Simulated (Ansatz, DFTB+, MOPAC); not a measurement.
Species: C2H3O, net charge -1, singlet state. SMILES: [CH2-]C=O

Atoms: O1, C2, H3, C4, H5, H6. Bonds: O1-C2, C2-H3, C2-C4, C4-H5, C4-H6.

Bond lengths (Å) and angles (degrees) optimised at PM3 with MOPAC; MNDO with MOPAC; SCC-DFTB with DFTB+; B3LYP/LANL2DZ with Ansatz (an electronic-structure program); B3LYP/6-31G* with Ansatz; MP2/6-31G* with Ansatz, each started from the B3LYP-D3(BJ)/def2-TZVP structure (Ansatz) of the last column. A row stands for all coordinates that are equal there; 10 of 11 kinds are shown. 6-31G* holds six Cartesian d functions. No wavenumbers were computed at MNDO, SCC-DFTB, B3LYP/LANL2DZ, MP2/6-31G*, so these may be saddle points.

```
coordinate    PM3   MNDO  SCC-DFTB  B3LYP/LANL2DZ  B3LYP/6-31G*  MP2/6-31G*  B3LYP-D3(BJ)/def2-TZVP
----------  -----  -----  --------  -------------  ------------  ----------  ----------------------
O1-C2       1.262  1.261     1.259          1.310         1.268       1.276                   1.263
C2-H3       1.111  1.131     1.209          1.127         1.140       1.133                   1.129
C2-C4       1.372  1.383     1.392          1.397         1.382       1.381                   1.379
C4-H5       1.080  1.084     1.096          1.091         1.092       1.088                   1.087
C4-H6       1.080  1.086     1.097          1.092         1.091       1.088                   1.085
O1-C2-C4    127.8  129.4     130.1          130.7         131.3       130.9                   130.7
O1-C2-H3    115.6  116.3     117.4          117.0         117.2       117.2                   117.0
H3-C2-C4    116.6  114.3     112.5          112.3         111.5       111.9                   112.4
C2-C4-H5    122.8  123.9     121.9          121.7         121.6       121.4                   121.4
C2-C4-H6    122.0  121.7     121.2          120.2         120.5       120.5                   120.1
```

Mean signed difference of all 5 bond lengths from B3LYP-D3(BJ)/def2-TZVP: PM3 -0.008 Å, MNDO 0.000 Å, SCC-DFTB 0.022 Å, B3LYP/LANL2DZ 0.015 Å, B3LYP/6-31G* 0.006 Å, MP2/6-31G* 0.005 Å.
